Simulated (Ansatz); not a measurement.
## YAlGeO5 (Pbam, No. 55; cell taken from a computed entry)

The numbers are results of HSE06 (PAW; Ansatz, a first-principles code), not measurements.

Run with plane-wave cutoff 460 eV, 4×4×4 k mesh, Fermi–Dirac smearing 0.01 eV, scalar-relativistic PAW data made under PBE.

Cell: relaxed with PBEsol: a = 7.2307 Å, b = 8.3255 Å, c = 5.6143 Å, α = β = γ = 90.00°.

For YAlGeO5 (Pbam, No. 55; cell taken from a computed entry), the band gap is 5.88 eV (on the SCF k mesh).

Note: cell and atoms aren't relaxed at this level (largest force component 0.43 eV/Å, pressure -1.2 GPa).

Spin–orbit coupling is not included.

Cost on a shared machine: around 40 core-minutes (rough).
